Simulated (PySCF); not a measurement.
Geometry:
| atom | x (Å) | y (Å) | z (Å) |
| --- | --- | --- | --- |
| C1 | 1.407 | 0.019 | -0.147 |
| C2 | 0.222 | -0.408 | 0.278 |
| C3 | -1.086 | 0.057 | -0.223 |
| S4 | -1.755 | 1.096 | 1.116 |
| H5 | 1.496 | 0.703 | -0.978 |
| H6 | 2.330 | -0.263 | 0.338 |
| H7 | 0.167 | -1.074 | 1.133 |
| H8 | -1.781 | -0.775 | -0.403 |
| H9 | -0.988 | 0.651 | -1.139 |

Total charge -1.

Geometry: GFN2-xTB; GIAO shifts from PySCF 2.14.0 with density-fitted response routines, gas phase, non-relativistic, averaged over equivalent atoms.

At PBE0/cc-pVDZ (85 basis functions, 9.9 s wall time on 1 thread of an Arm Neoverse N1, shared host):
| atoms | δ (ppm) |
| --- | --- |
| C2 | 144.0 |
| C1 | 86.0 |
| C3 | 41.2 |
| H7 | 6.09 |
| H5 | 3.69 |
| H8/H9 | 3.23 |
| H6 | 3.17 |

Scale: 13C (σ = 199.12 ppm), 1H (σ = 31.75 ppm) against TMS (reference shieldings calculated alike).

**Question.** Predict the values at PBE0/pcSseg-1 on the same geometry.

**Answer.** 
```
atoms  δ at PBE0/pcSseg-1  change
   C2               153.7    +9.7
   C1                91.1    +5.1
   C3                41.8    +0.6
   H7                6.17   +0.08
   H5                3.83   +0.14
H8/H9                3.39   +0.16
   H6                3.33   +0.16
```

References, each an isolated molecule treated in the same way: TMS for 13C (σ = 186.93 ppm) and 1H (σ = 31.72 ppm).

The largest change is at C2 (alkene CH). Cost: 100 basis functions, 13 s wall time on 1 thread of an Arm Neoverse N1, shared host. The order of the carbon signals is the same at both levels.
